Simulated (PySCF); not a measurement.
## Partial charges of [S5]2-

Species: [S5]2- (charge -2).
Z-matrix (Å and degrees, PBE0-D3(BJ)/def2-SVP geometry), rows numbered from 1:
```
S 
S   1  2.0626
S   2  2.1372  1  114.19
S   3  2.1372  2  116.62  1    94.17
S   4  2.0625  3  114.18  2    93.37
```

Density: PBE0/pcSseg-1 (PySCF); schemes: Mulliken, IAO, Hirshfeld and ESP-fitted. Whether so highly charged an anion holds all its electrons in the gas phase wasn't checked; a finite basis holds them in any case. The ion is multiply charged and computed without counter-ions or solvent. The pcSseg-1 basis has no diffuse functions, a weakness for an anion. The HOMO energy is positive at this level (+3.07 eV), so the outermost electrons may be held by the finite basis alone.

Atoms with like bonding are taken together and averaged. At which atom do the 4 schemes differ most?

At S1/S5: from -0.760 (IAO) to -0.676 e (Hirshfeld), 0.084 e apart.

Do the Mulliken, IAO, Hirshfeld and ESP-fitted schemes agree on where the charge is highest?

The schemes don't all agree: Mulliken S2/S4 (-0.197); IAO S2/S4 (-0.133); Hirshfeld S3 (-0.215); ESP-fitted S2/S4 (-0.170).

Tabulate the Mulliken, IAO, Hirshfeld and ESP-fitted charges.

In e; atoms taken as equivalent share a row and are averaged (×n: the atom named and its like, n in all):

```tsv
atom	environment	Mulliken	IAO	Hirshfeld	ESP-fitted
S1/S5	sulfur bonded to S	-0.693	-0.760	-0.676	-0.716
S2/S4	sulfur bonded to 2 S	-0.197	-0.133	-0.216	-0.170
S3	sulfur bonded to 2 S	-0.220	-0.213	-0.215	-0.228
```

Mean size of the charges over all atoms: ESP-fitted 0.400 e, IAO 0.400 e, Hirshfeld 0.400 e, Mulliken 0.400 e. Each set sums to the total charge, -2, to within 0.001 e. The ESP scheme is a least-squares fit of atom-centred charges to the potential on four shells outside the van der Waals surface, with the total charge fixed.

How many electrons does the Mulliken scheme count on S4?

Its own charge is -0.197 e, so Z − q = 16.197.

Sum the charges by element.

| element | atoms | Mulliken | IAO | Hirshfeld | ESP-fitted |
| --- | --- | --- | --- | --- | --- |
| S | 5 | -2.000 | -2.000 | -2.000 | -2.000 |

The run behind these numbers computed NMR shieldings as well. On an x86-64 server with one thread, no GPU, shared host, this took 6.5 s wall.

One conformer stands for the species.
